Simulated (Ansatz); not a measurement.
# Cubic perovskite BaTiO3 (cubic high-temperature phase)

All values below come from PBE (Ansatz, a quantum-chemistry and plane-wave program, plane waves, PAW).

Settings: plane-wave cutoff 520 eV, 6×6×6 k mesh, no spin polarisation, scalar-relativistic PAW data made under PBE.

Cell: relaxed at this level.

* **elastic constant C11**: 282 GPa
* **elastic constant C12**: 103 GPa
* **elastic constant C44**: 119 GPa
* **Voigt–Reuss–Hill bulk modulus**: 163 GPa
* **polycrystal shear modulus (Hill average)**: 106 GPa
* **Young modulus**: 262 GPa
* **Poisson ratio**: 0.232

Note: the relaxation could not lower the start's symmetry, so the cell can be a saddle point above a distorted one.

Elastic constants are with the ions relaxed.

Spin–orbit coupling is not included.

Static lattice: no zero-point or thermal effects.
